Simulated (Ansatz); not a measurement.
The cluster Na3. Total charge 0; doublet. Geometry B3LYP/def2-TZVP, basis def2-TZVP, Ansatz.

Cartesian coordinates in Å:
```
Na 0.8602 -2.2469 -0.5574
Na -1.3948 0.0555 -0.4483
Na 0.5346 2.1914 1.0057
```

```
run  HOMO (eV)  LUMO (eV)
  A      -2.50      -2.12
  B      -2.76      -1.71
  C      -3.10      -1.60
  D      -3.41      -1.21
  E      -2.78      -1.91
  F      -2.66      -2.12
```

HSE06 is defined as in plane-wave codes, on full-range PBE exchange. The structure comes from a short search, and lower isomers may exist.

HOMO and LUMO are taken over both spins.

Problem. The runs used BHLYP, BLYP, HSE06, PBE, PBE0, r2SCAN. Estimate which is which.

Solution. A BLYP (0 % exact exchange); B r2SCAN (0 % exact exchange); C PBE0 (25 % exact exchange); D BHLYP (50 % exact exchange); E HSE06 (range-separated); F PBE (0 % exact exchange). Exact exchange lowers occupied and raises empty levels; among semilocal functionals meta-GGAs tend to open the gap a little, and such runs are hard to tell apart. The gap grows from 0.38 eV (BLYP) to 2.20 eV (BHLYP).
